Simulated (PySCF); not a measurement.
Dipole moment and polarisability of `O=S(=O)(F)F`

Species: F2O2S.
Structure used (PBE0-D3(BJ)/def2-SVP), in Å, numbered top down from 1:
```xyz
5
F2O2S angstrom
O      0.8887   -0.6280   -1.0601
S      0.1494   -0.0852    0.0292
O      0.5196   -0.1509    1.4028
F     -1.3381   -0.5878   -0.1014
F     -0.1886    1.4161   -0.3094
```

Level: wB97X-D/def2-SVPD (PySCF), static field, nuclei fixed, core orbitals frozen in the response. The polarisability tensor in these axes (au):

```
x   28.02 -0.85 -0.36
y   -0.85 27.20  0.75
z   -0.36  0.75 31.46
```

**Question.** Give the principal values, the mean and the anisotropy Δα = √{½[(α1 − α2)² + (α2 − α3)² + (α1 − α3)²]}.

**Answer.** Principal values 26.62, 28.39 and 31.66 au; mean 28.89 au = 4.28 Å³ = 4.76 × 10⁻⁴⁰ C²·m²/J; Δα = 4.43 au (15 % of the mean).

**Question.** What is the dipole moment, and where does it point?

**Answer.** (-0.72, 0.40, -0.18) D, 0.85 D in size, pointing from the negative to the positive side. Measured along this direction, the outermost atoms are O1 and O3 at the negative end and F5 and F4 at the positive end.

**Question.** Find the Langevin capture rate constant for NO+ (29.998 u) meeting this molecule (101.959 u), k = 2.342 × 10⁻⁹ cm³/s × √(α in Å³ / reduced mass in u).

**Answer.** The reduced mass is 23.18 u, so k = 1.01 × 10⁻⁹ cm³/s. The formula leaves out the permanent dipole, which adds to the capture rate.

**Question.** What would n − 1 = 2πNα be for an ideal gas of these molecules at 500 K and 1 atm, electronic part alone?

**Answer.** N = p/kT = 1.4678 × 10¹⁹ cm⁻³, so n − 1 = 2π × N × 4.28 × 10⁻²⁴ cm³ = 395 × 10⁻⁶ at long wavelengths.

**Question.** In a dilute gas of rigid molecules at 298 K, how does the orientational term μ²/3kT compare with the electronic polarisability?

**Answer.** In Gaussian units μ²/3kT = 5.82 Å³ against 4.28 Å³, a ratio of 1.36; the Debye molar polarisation (4π/3)N_A(α + μ²/3kT) is 25.5 cm³/mol, leaving out the vibrational part.

**Question.** Along which axes do the principal values lie, and how far do the nuclei extend along each?

**Answer.** Largest value along (-0.14, 0.19, 0.97), where the nuclei span 2.54 Å; middle along (0.85, -0.47, 0.22), 1.72 Å; least along (0.50, 0.86, -0.10), 2.32 Å. The strongest response lies along the longest span, while the other two are in reverse order.

Geometry: PBE0-D3(BJ)/def2-SVP; no solvent, vibrations or thermal averaging.

These values come from a run that also computed excited states and ΔSCF ions. On one thread of an Arm Neoverse V2, on a shared host, this took 20 s and 0.53 GiB of memory at its peak.
